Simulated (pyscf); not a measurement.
## Four-centre exchange: `[OH][Si][OH]` [singlet] + `[FH]` → `[OH][Si][OH]` [singlet] + `[FH]`

Gas phase, singlet surface, charge 0. Bonds broken: O1–H7, H4–F6. Bonds formed: O1–H4, F6–H7. Single points on ωB97X-D3(BJ)/def2-SVP structures (PySCF, gas phase). MP2 and CC: frozen core, UHF for open shells. ΔMP2 is the change of the MP2 total energy from the triple- to the quadruple-zeta basis.

Transition state (Å):

```xyz
7

O     -0.7168     0.0436     0.2656
Si     0.4900     1.1827    -0.0741
O      1.4898     0.2868    -1.0488
H     -1.7200    -0.1301     0.8353
H      1.2853    -0.6322    -1.2649
F     -2.2950    -1.2428     0.7786
H     -1.2101    -1.0024     0.1825
```

One imaginary mode, 2124i cm⁻¹; descent along it reached the two sides named, in the forms told below.

```tsv
bond	change	reactant side (Å)	saddle	product side
O1–H7	breaks	0.967	1.160	1.639
H4–F6	breaks	0.936	1.254	3.3
O1–H4	forms	1.718	1.167	0.965
F6–H7	forms	3.2	1.261	0.951
```

Electronic energies relative to the separated reactants (kcal/mol):

```csv
level,barrier,reaction energy,reverse barrier
ωB97X-D3(BJ)/def2-TZVP,36.4,0.0,36.4
PBE/def2-TZVP,28.2,0.0,28.2
r²SCAN/def2-TZVP,32.0,0.0,32.0
B3LYP-D3(BJ)/def2-TZVP,33.8,0.0,33.8
PBE0-D3(BJ)/def2-TZVP,33.3,0.0,33.3
M06-2X/def2-TZVP,35.2,0.0,35.2
ωB97M-D3(BJ)/def2-TZVP,35.5,0.0,35.5
HF/def2-TZVP,54.7,0.0,54.7
MP2/def2-QZVPP,37.9,0.0,37.9
CCSD/def2-TZVPP,42.4,0.0,42.4
CCSD(T)/def2-TZVPP,39.6,0.0,39.6
CCSD(T)/def2-TZVPP + ΔMP2(QZVPP),39.9,0.0,39.9
```

With CCSD(T)/def2-TZVPP + ΔMP2(QZVPP) energies and thermal terms (ideal gas, 1 atm, RRHO with modes under 100 cm⁻¹ raised to 100, one conformer, R ln 2 for chiral ones without a mode under 150 cm⁻¹), in kcal/mol:

```json
[
 {"T (K)": "298", "ΔH‡": "37.3", "ΔG‡": "46.3", "ΔH": "0.0", "ΔG": "0.0"},
 {"T (K)": "600", "ΔH‡": "36.9", "ΔG‡": "55.7", "ΔH": "0.0", "ΔG": "0.0"},
 {"T (K)": "900", "ΔH‡": "37.1", "ΔG‡": "65.0", "ΔH": "0.0", "ΔG": "0.0"},
 {"T (K)": "1200", "ΔH‡": "37.6", "ΔG‡": "74.3", "ΔH": "0.0", "ΔG": "0.0"}
]
```

On the reactant side the descent ends in a complex, 5.5 kcal/mol under the separated species and 41.9 kcal/mol under the saddle at ωB97X-D3(BJ)/def2-TZVP. On the product side the descent ends in a bound adduct, 10.8 kcal/mol under the separated species and 47.2 kcal/mol under the saddle at ωB97X-D3(BJ)/def2-TZVP. The same reactants have a lower exit, to H₂O + HO–Si:–F [singlet] (barrier +4.7 kcal/mol at ωB97M-D3(BJ)/def2-TZVP, against +35.5 kcal/mol here). One saddle was located; it need not be the lowest between these sides. The CCSD(T) − MP2 part came from Ansatz, without density fitting, on the same reference.
